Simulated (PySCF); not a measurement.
Q: Give a PBE0-D3(BJ)/def2-SVP geometry of `[H]/N=C/CC(=O)[O-]`. (Charge -1.)

A: 
```xyz
10
C3H4NO2 angstrom
N      1.8385    0.1727    0.7094
C      0.8912    0.0918   -0.1471
C     -0.3689   -0.6508    0.0614
C     -1.6396    0.1943   -0.3856
O     -1.4541    0.8991   -1.3957
O     -2.6534    0.0135    0.3003
H      2.5670    0.7867    0.3272
H      0.8989    0.6219   -1.1200
H     -0.4596   -1.0135    1.0956
H     -0.3750   -1.5240   -0.6184
```

Orientation and origin are arbitrary. Atoms count from 1 in this order. C2 (imine carbon) is planar (angles 124.7°, 123.5° and 111.7°, sum 359.9°, 0.02 Å off the plane of its three neighbours). The 2 C–C bonds span 1.477 Å (C2–C3, drawn single) to 1.590 Å (C3–C4, drawn single), a spread of 0.113 Å. Of the pairs four or more bonds apart, O5···H8 is among the closest relative to their van der Waals radii: 2.39 Å, 88 % of the sum of Bondi's values. N1 (imine nitrogen) is bent (angle 108.3°).

Bonds between heavy atoms (Å): N1=C2 1.280, C2–C3 1.477, C3–C4 1.590, C4=O5 1.246, C4–O6 1.237.

Computed with PBE0-D3(BJ)/def2-SVP geometry optimisation, gas phase (PySCF).

Point group: C1 (no symmetry element, even within 0.4 Å). No frequency check. The geometry's basis has no diffuse functions, a weakness for an anion. Torsions: N1–C2–C3–C4 134°, C2–C3–C4–O5 37°.

On one thread of an x86-64 server, no GPU (shared host), this took 33 s. This is the geometry optimisation.

One conformer stands for the species.
